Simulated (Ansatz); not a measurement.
**HF/6-311+G(d,p) run of C2H4ClF (1-chloro-2-fluoroethane)**

Aim: the vertical ionisation energy of C2H4ClF (1-chloro-2-fluoroethane) at HF/6-311+G**, from 2 runs. 

Program for the calculation: Ansatz 0.2.0.

37 further runs of the same task are left out: 37 set aside as unsound or not needed.

### Step 1. The structure to begin with

C2H4ClF: 8 atoms, total charge 0, spin state singlet. As SMILES, `FCCCl`. Geometry: relaxed at PBE0-D4/def2-TZVP. This is one conformer, not always the lowest.

Bond lengths: F1–C2 1.375 Å, C2–C3 1.501 Å, C3–Cl4 1.778 Å, C2–H5 1.093 Å, C2–H6 1.096 Å, C3–H7 1.090 Å, C3–H8 1.091 Å. Some angles: F1–C2–C3 110.9°, C2–C3–Cl4 112.2°, F1–C2–H5 108.3°, F1–C2–H6 108.0°, C3–C2–H5 111.2°, C3–C2–H6 109.0°, C2–C3–H7 110.7°, C2–C3–H8 109.7°, Cl4–C3–H7 107.4°, Cl4–C3–H8 107.5°.

### Step 2. A single-point energy at HF/6-311+G(d,p)

Input file input.yaml:

```yaml
basis:
  gaussian:
    orbitals: 6-311+G_st__st_-spherical.json
crystal:
  periodic: [false, false, false]
  atoms:
    - {symbol: F, position_ang: [-1.336980, 0.498150, 1.030500]}
    - {symbol: C, position_ang: [-0.143560, 0.671020, 0.368890]}
    - {symbol: C, position_ang: [0.300450, -0.609920, -0.275720]}
    - {symbol: Cl, position_ang: [-0.759330, -1.087620, -1.620890]}
    - {symbol: H, position_ang: [-0.273910, 1.462220, -0.374180]}
    - {symbol: H, position_ang: [0.609620, 0.981160, 1.102570]}
    - {symbol: H, position_ang: [0.296790, -1.425630, 0.446820]}
    - {symbol: H, position_ang: [1.306920, -0.489380, -0.677980]}
hamiltonian:
  xc: hf
accuracy: high
output: {orbitals: {seedname: orbitals}}
```

The basis set 6-311+G** is read from a file made from the Basis Set Exchange's data (not shown).

Launch:

```sh
$ ansatz run input.yaml --threads 1 --pin off --max-ram 3480MiB --events-out events.jsonl --progress --plain --runs-dir runs
```

Output:

```text
Warning: RAYON_NUM_THREADS=1 ignored (pool sized by the plan → 1); use --threads N
Functional definition: HF
  name "HF"
  exchange = exact_x
  correlation = 0
2284 factors; integrals over basis functions are off by at most 4.6e-9 eV
mean field evaluation 1: about -17333.4418 eV, gradient 2.5e1 eV
mean field evaluation 2: about -17333.5328 eV, gradient 2.5e1 eV
mean field evaluation 4: about -17335.1724 eV, gradient 3.6e0 eV
mean field evaluation 8: about -17335.2040 eV, gradient 1.5e-1 eV
mean field evaluation 16: about -17335.2041 eV, gradient 1.9e-8 eV
mean field -17335.20408447 eV, -637.0569998811 hartree, gradient 1.9e-8 eV, S^2 0.000000; 0 other end points of the search recorded, 0 dependent functions left out
reference -17335.20408447 eV, -637.0569998811 hartree; 21, 21 occupied and 99, 99 virtual orbitals, 2284 factors
Total energy: -17335.20408447 eV, -637.0569998811 hartree
```

Wall time 4.8 s (1 thread of Arm Neoverse V1, shared host); peak memory 0.36 GiB.

### Step 3. The doublet cation at the same level

Input file run.yaml:

```yaml
crystal:
  periodic: [false, false, false]
  atoms:
    - {symbol: F, position_ang: [-1.336980, 0.498150, 1.030500]}
    - {symbol: C, position_ang: [-0.143560, 0.671020, 0.368890]}
    - {symbol: C, position_ang: [0.300450, -0.609920, -0.275720]}
    - {symbol: Cl, position_ang: [-0.759330, -1.087620, -1.620890]}
    - {symbol: H, position_ang: [-0.273910, 1.462220, -0.374180]}
    - {symbol: H, position_ang: [0.609620, 0.981160, 1.102570]}
    - {symbol: H, position_ang: [0.296790, -1.425630, 0.446820]}
    - {symbol: H, position_ang: [1.306920, -0.489380, -0.677980]}
basis:
  gaussian:
    orbitals: 6-311+G_st__st_-spherical.json
total_charge: 1
magnetization:
  spin_polarized: true
  initial_magnetization: 1
hamiltonian:
  xc: hf
accuracy: high
output: {orbitals: {seedname: orbitals}}
```

The basis set 6-311+G** is read from a file made from the Basis Set Exchange's data (not shown).

Launch:

```sh
$ ansatz run run.yaml --threads 1 --pin off --max-ram 3480MiB --events-out events.jsonl --progress --plain --runs-dir runs
```

Output:

```text
Warning: RAYON_NUM_THREADS=1 ignored (pool sized by the plan → 1); use --threads N
[... 4 set-up lines as earlier in the session ...]
2284 factors; integrals over basis functions are off by at most 4.6e-9 eV
mean field evaluation 1: about -17320.0298 eV, gradient 3.2e1 eV
mean field evaluation 2: about -17320.0367 eV, gradient 3.2e1 eV
mean field evaluation 4: about -17324.5946 eV, gradient 3.2e0 eV
mean field evaluation 8: about -17324.7762 eV, gradient 2.7e-1 eV
mean field evaluation 16: about -17324.7813 eV, gradient 3.1e-6 eV
mean field evaluation 32: about -17324.7320 eV, gradient 6.6e-1 eV
mean field evaluation 64: about -17324.7329 eV, gradient 2.1e-1 eV
mean field evaluation 96: about -17324.7157 eV, gradient 8.0e-1 eV
mean field -17324.78128064 eV, -636.6739689050 hartree, gradient 5.6e-8 eV, S^2 0.758479; 2 other end points of the search recorded, 0 dependent functions left out
reference -17324.78128064 eV, -636.6739689050 hartree; 21, 20 occupied and 99, 100 virtual orbitals, 2284 factors
Total energy: -17324.78128064 eV, -636.6739689050 hartree
```

Wall time 16 s (1 thread of Arm Neoverse V1, shared host); peak memory 0.44 GiB.

### Step 4. Results

Level: HF/6-311+G**.

| quantity | value |
| --- | --- |
| singlet C2H4ClF: total energy | -637.05700 Eh |
| singlet C2H4ClF: HOMO energy | -12.05 eV |
| singlet C2H4ClF: LUMO energy | 1.75 eV |
| singlet C2H4ClF: HOMO–LUMO gap | 13.79 eV |
| doublet cation: total energy | -636.67397 Eh |
| doublet cation: HOMO energy (highest over α and β) | -19.64 eV |
| doublet cation: LUMO energy (lowest over α and β) | -8.92 eV |
| doublet cation: ⟨S²⟩ | 0.758 |
| vertical ionisation energy (to the doublet cation) | 10.423 eV |

What this shows: The vertical ionisation energy comes to 10.42 eV (240 kcal/mol). The negative HOMO energy of the first species, 12.05 eV, lies 1.63 eV above that difference.
